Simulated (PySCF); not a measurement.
Does the answer move with the share of exact exchange?

Species: 2-fluoroethanol, C₂H₅FO.
Numbering: `[OH:1][CH2:2][CH2:3][F:4]` (hydrogens: H5 on O1; H6, H7 on C2; H8, H9 on C3)

Cartesian coordinates in Å at the PBE0-D3(BJ)/def2-SVP level; atoms count from 1:
```
atom  x, y, z in Å
O1    -1.3522    0.8263   -0.0035
C2    -0.5769   -0.2997    0.2811
C3     0.7877   -0.2065   -0.3523
F4     1.4191    0.9198    0.1366
H5    -0.8254    1.5933    0.2510
H6    -1.1012   -1.1835   -0.1177
H7    -0.4555   -0.4583    1.3726
H8     1.4049   -1.0914   -0.1210
H9     0.6994   -0.1001   -1.4468
```

PySCF, def2-SVPD basis, density fitting, gas phase, PBE0-D3(BJ)/def2-SVP geometry; singlet excitations by full TDDFT with frozen cores, triplets by Tamm–Dancoff TDDFT and ionisation energies by ΔSCF, from the lowest of the holes tried. One functional is left out:

```tsv
functional	exact exchange (%)	HOMO energy (eV)	LUMO energy (eV)	lowest singlet excitation (eV)	lowest triplet excitation (eV)	dipole moment (D)	mean polarisability (au)	vertical ionisation energy (eV)
LDA	0	-6.69	-0.19	6.61	6.38	1.534	35.2	10.62
PBE	0	-6.56	-0.11	6.55	6.29	1.474	34.9	10.44
PBE0	25	-8.22	0.67	7.44	7.11	1.572	33.0	10.79
BHandHLYP	50	-9.87	1.14	8.03	7.64	1.695	31.8	10.93
```

Q: Predict the row of B3LYP (20 % exact exchange) by straight lines through the other rows, and check it.

A: 
| property | line | computed | computed − line | PBE0 (25 %), for comparison |
| --- | --- | --- | --- | --- |
| HOMO energy (eV) | -7.92 | -7.99 | -0.07 | -8.22 |
| LUMO energy (eV) | 0.41 | 0.34 | -0.07 | 0.67 |
| lowest singlet excitation (eV) | 7.19 | 7.19 | 0.00 | 7.44 |
| lowest triplet excitation (eV) | 6.89 | 6.90 | +0.01 | 7.11 |
| dipole moment (D) | 1.573 | 1.596 | +0.023 | 1.572 |
| mean polarisability (au) | 33.6 | 33.4 | -0.2 | 33.0 |
| vertical ionisation energy (eV) | 10.71 | 10.84 | +0.13 | 10.79 |

Q: Which of these properties follows the share of exact exchange most closely, and which least?

A: Most closely the HOMO energy, least the vertical ionisation energy; the correlations over the tabulated rows are HOMO energy -0.999, lowest singlet excitation 0.995, lowest triplet excitation 0.994, LUMO energy 0.990, mean polarisability -0.989, dipole moment 0.954, vertical ionisation energy 0.928. The HOMO energy moves by -0.648 eV for every 10 %. Functionals with the same share still differ in their other parts: at 0 % LDA and PBE differ by 0.13 eV in it.
